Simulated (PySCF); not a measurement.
methanidylidynesulfanium (CS), SMILES [C-]#[S+].

The structure is a stationary point at PBE0-D3(BJ)/def2-TZVPD.

Calculation: PBE0/def2-TZVPD run with PySCF.

```yaml
total_energy: -436.04757 hartree
point_group: C∞v
highest_occupied_level: -8.89 eV
lowest_empty_level: -2.36 eV
orbital_gap: 6.53 eV
dipole_moment: 1.96 D
quadrupole, principal values (traceless, Buckingham form, about the centre of nuclear charge): -2.31, 1.15, 1.15 D·Å
mean_static_polarisability: 28.3 bohr³ (4.20 Å³)
polarisability_principal_values: 23.8, 23.8, 37.5 bohr³
```
